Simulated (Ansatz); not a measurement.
Input file:

```yaml
crystal:
  periodic: [false, false, false]
  atoms:
    - {symbol: Si, position_ang: [0.000000, 0.000000, 1.383808]}
    - {symbol: C, position_ang: [0.000000, 0.000000, -0.152192]}
    - {symbol: H, position_ang: [0.000000, 0.000000, -1.231615]}
basis:
  gaussian: {orbitals: cc-pVDZ}
magnetization: {spin_polarized: false, initial_magnetization: 1}
correlation: {method: fic_mrcisd_q, electrons: outside_noble_gas, active_space: {window: {electrons: 3, orbitals: 3}}}
```

```sh
$ ansatz run in.yaml --threads 1 --pin off --events-out ev --progress --plain --max-ram 2393MiB
```

The program prints:

```
362 factors; integrals over basis functions are off by at most 1.1e-3 eV
mean field evaluation 1: about -8898.9031 eV, gradient 3.1e1 eV
mean field evaluation 2: about -8898.9070 eV, gradient 3.1e1 eV
mean field evaluation 4: about -8903.9963 eV, gradient 9.8e0 eV
mean field evaluation 8: about -8904.4406 eV, gradient 8.3e-4 eV
mean field evaluation 16: about -8902.6812 eV, gradient 1.8e-1 eV
mean field evaluation 32: about -8904.4406 eV, gradient 4.2e-4 eV
mean field -8904.44062216 eV, -327.2321572178 hartree, gradient 1.5e-6 eV, S^2 0.750000; 4 other end points of the search recorded, 0 dependent functions left out
reference -8904.44062216 eV, -327.2321572178 hartree; 11, 10 occupied and 26, 27 virtual orbitals, 362 factors
state -8904.95761416 eV, -327.2511563235 hartree
contracted CI cycle   1: correlation 0.00000000 eV, 0.0000000000 hartree, residual 1.76e1 eV
contracted CI cycle   2: correlation -4.72260498 eV, -0.1735525319 hartree, residual 3.01e0 eV
contracted CI cycle   3: correlation -4.89361852 eV, -0.1798371635 hartree, residual 8.26e-1 eV
contracted CI cycle   4: correlation -4.90825892 eV, -0.1803751883 hartree, residual 2.60e-1 eV
contracted CI cycle   5: correlation -4.90977491 eV, -0.1804308999 hartree, residual 8.71e-2 eV
contracted CI cycle   6: correlation -4.90994041 eV, -0.1804369820 hartree, residual 3.08e-2 eV
contracted CI cycle   7: correlation -4.90996083 eV, -0.1804377324 hartree, residual 1.14e-2 eV
contracted CI cycle   8: correlation -4.90996358 eV, -0.1804378335 hartree, residual 3.89e-3 eV
contracted CI cycle   9: correlation -4.90996388 eV, -0.1804378444 hartree, residual 1.13e-3 eV
state -8904.95761416 eV, -327.2511563235 hartree; corrected -8910.36470534 eV, -327.4498632590 hartree
state -8904.86260893 eV, -327.2476649455 hartree
contracted CI cycle   1: correlation 0.00000000 eV, 0.0000000000 hartree, residual 1.78e1 eV
contracted CI cycle   2: correlation -4.75958333 eV, -0.1749114613 hartree, residual 2.93e0 eV
contracted CI cycle   3: correlation -4.94026714 eV, -0.1815514688 hartree, residual 8.59e-1 eV
contracted CI cycle   4: correlation -4.95732848 eV, -0.1821784616 hartree, residual 2.57e-1 eV
contracted CI cycle   5: correlation -4.95891377 eV, -0.1822367197 hartree, residual 8.05e-2 eV
contracted CI cycle   6: correlation -4.95906234 eV, -0.1822421796 hartree, residual 2.38e-2 eV
contracted CI cycle   7: correlation -4.95907535 eV, -0.1822426576 hartree, residual 7.81e-3 eV
contracted CI cycle   8: correlation -4.95907695 eV, -0.1822427167 hartree, residual 3.55e-3 eV
contracted CI cycle   9: correlation -4.95907732 eV, -0.1822427300 hartree, residual 1.67e-3 eV
contracted CI cycle  10: correlation -4.95907739 eV, -0.1822427326 hartree, residual 6.92e-4 eV
state -8904.86260893 eV, -327.2476649455 hartree; corrected -8910.32006520 eV, -327.4482227643 hartree
state -8904.95761416 eV, -327.2511563235 hartree; corrected -8910.36470534 eV, -327.4498632590 hartree
Total energy: -8910.36470534 eV, -327.4498632590 hartree
```

For the same geometry and basis UCCSDT(Q) lies 52.1 meV lower.

Ran on 1 thread of Arm Neoverse N1, shared host: 2.2 s wall, 0.17 GiB peak host memory.
